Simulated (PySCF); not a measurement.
First SCF of a structure search on doublet [SiH4]-, at a hand-made see-saw geometry. PySCF input:

```python
from pyscf import gto, scf, dft
mol = gto.M(atom='''
Si     0.000000     0.000000     0.000000
H      0.000000     1.474400     0.129000
H     -0.000000    -1.474400     0.129000
H      1.166300     0.000000     0.911200
H     -1.166300     0.000000     0.911200''',
    basis={'Si': 'def2-TZVPD', 'H': 'def2-TZVPD'},
    charge=-1, spin=1)
mf = dft.UKS(mol, xc='PBE0')
mf.grids.atom_grid = (50, 194)
aux = {'Si': 'def2-universal-JKFIT', 'H': 'def2-universal-JKFIT'}
mf = mf.density_fit(auxbasis=aux)
mf.conv_tol = 1e-08
mf.diis_space = 10
mf.max_cycle = 60
mf.init_guess = 'minao'
mf.verbose = 4
mf.kernel()
```

Excerpt of the output (cycles alone):

```
init E= -291.484652661618
cycle= 1 E= -291.650333058773  delta_E= -0.166  |g|= 0.171  |ddm|= 0.987
cycle= 2 E= -291.670431365521  delta_E= -0.0201  |g|= 0.127  |ddm|= 1.87
cycle= 3 E= -291.684049996963  delta_E= -0.0136  |g|= 0.0185  |ddm|= 0.713
cycle= 4 E= -291.684171940824  delta_E= -0.000122  |g|= 0.00438  |ddm|= 0.0535
cycle= 5 E= -291.684191485605  delta_E= -1.95e-05  |g|= 0.00137  |ddm|= 0.0136
cycle= 6 E= -291.684193818371  delta_E= -2.33e-06  |g|= 0.000447  |ddm|= 0.00964
cycle= 7 E= -291.684194106512  delta_E= -2.88e-07  |g|= 7.81e-05  |ddm|= 0.00287
cycle= 8 E= -291.684194122922  delta_E= -1.64e-08  |g|= 2.3e-05  |ddm|= 0.000624
cycle= 9 E= -291.684194124293  delta_E= -1.37e-09  |g|= 5.19e-06  |ddm|= 0.000184
Extra cycle  E= -291.684194124357  delta_E= -6.45e-11  |g|= 2.4e-06  |ddm|= 3.87e-05
converged SCF energy = -291.684194124357  <S^2> = 0.75691814  2S+1 = 2.0069062
```

No lower solution of this spin was found by a stability analysis within the unrestricted form.

The search for the lowest solution, with the stability check, took 1.6 s on 4 threads of a shared Arm Neoverse V2 host, with 79 basis functions; the process peaked at 0.35 GiB. Launch command: `OMP_NUM_THREADS=4 python axn.py task.json out`.
